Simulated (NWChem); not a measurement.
# A calculation on HN$_{2}$ (+1)

SMILES: N#[NH+]
```xyz
3

N      0.0000     0.0000     0.6525
N      0.0000     0.0000    -0.4404
H      0.0000     0.0000    -1.4847
```
Charge +1, spin multiplicity 1.

All runs are NWChem calculations. Structure: optimised with PBE0/def2-SVP, a minimum by its harmonic frequencies.

Symmetry labels belong to the abelian group C2v used in the runs, with the axes of the coordinates shown; states degenerate in a higher group split over its labels.

The structure started from a generated list of species.

Problem. List the lowest 5 singlet excitations that CIS/aug-cc-pVDZ gives, with oscillator strengths.

Solution. 
```json
[
 {"state": "1", "symmetry": "a2", "energy (eV)": "8.49", "wavelength (nm)": "146", "f": "0.000"},
 {"state": "2", "symmetry": "a2", "energy (eV)": "9.09", "wavelength (nm)": "136", "f": "0.000"},
 {"state": "3", "symmetry": "a1", "energy (eV)": "9.09", "wavelength (nm)": "136", "f": "0.000"},
 {"state": "4", "symmetry": "b1", "energy (eV)": "11.05", "wavelength (nm)": "112", "f": "0.041"},
 {"state": "5", "symmetry": "b2", "energy (eV)": "11.05", "wavelength (nm)": "112", "f": "0.041"}
]
```
